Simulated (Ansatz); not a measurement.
Ideal-gas functions of C$_{2}$H$_{3}$Cl$_{3}$, SMILES `CC(Cl)(Cl)Cl` at 600 K and 1 bar, from an Ansatz frequency run at PBE0-D4/def2-TZVP.

Molar mass 133.4 g/mol, point group C3v (symmetry number 3), electronic degeneracy 1, moments of inertia 214.14, 214.141, 298.864 u Å². Harmonic wavenumbers (cm⁻¹, unscaled): 240, 240, 299, 345, 345, 348, 538, 726, 726, 1098, 1099, 1100, 1406, 1469, 1469, 3074, 3167, 3167.

Use S(trans) = R[1.5 ln M + 2.5 ln T − 1.1517]; rotational temperatures θ = 24.2544 K / I; S(rot) = R[ln(√π/σ · √(T³/θAθBθC)) + 1.5]; for each mode x = 1.438777 ν̃/T, S = R[x/(eˣ − 1) − ln(1 − e⁻ˣ)] and H = RT x/(eˣ − 1); 1 cm⁻¹ = 0.0119627 kJ/mol; R = 8.31446 J/(mol·K).

Q: By hand: the entropy, in J/(mol·K).

A: Translation 184.4. Rotation: θ = 0.1133, 0.1133, 0.0812 K, giving 116.4. Vibration, mode by mode: 13.02, 13.02, 11.26, 10.12, 10.12, 10.06, 6.75, 4.68, 4.68, 2.32, 2.31, 2.31, 1.29, 1.14, 1.14, 0.04, 0.04, 0.04, in all 94.3. Electronic 0.0. Sum 395.1 J/(mol·K).

Q: By hand: H − E and G − E in kJ/mol, counted from the electronic energy.

A: Zero-point energy ½ × 20856 × 0.0119627 = 124.7; thermal vibration 31.3; translation, rotation and pV give 4 RT = 20.0. H − E = 176.0 kJ/mol, and G − E = 176.0 − 600 × 395.1/1000 = -61.1 kJ/mol.

Vibration gives 24 % of the entropy.
